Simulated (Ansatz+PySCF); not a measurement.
## quartet LiO2: levels of theory in one basis

```tsv
atom	x (Å)	y (Å)	z (Å)
O	0.0000	0.6034	-2.3813
O	0.0000	-0.6034	-2.3813
Li	0.0000	0.0000	2.3813
```

Basis set: cc-pCVTZ on Li; cc-pVTZ on O (spherical functions). Correlated methods keep 2 orbitals frozen. Correlation on ROHF uses semicanonical orbitals with singles. Charge 0, multiplicity 4.

Computed with Ansatz (development build ahead of 0.2.0) and PySCF 2.14.0; the reference of a correlated method needn't be the lowest determinant of its kind.

| method | E − E(ROHF) (eV) | <S²> of the determinant |
| --- | --- | --- |
| ROHF | 0.00 | 3.75 |
| UHF | -0.61 | 3.79 |
| ROHF-MP2 | -13.64 | – |
| ROHF-CCSD | -13.57 | – |
| UHF-CCSD | -13.61 | 3.79 |
| ROHF-CCSD(T) | -14.10 | – |
| UHF-CCSD(T) | -14.10 | 3.79 |

Q: What does UHF-MP2 give on the same scale?

A: -13.45 eV.

Caution for ROHF, ROHF-MP2, ROHF-CCSD, ROHF-CCSD(T): an unrestricted determinant lies well below. Caution for ROHF, ROHF-MP2: the determinant breaks the point group. Caution for ROHF-MP2: another reference gives a lower total.
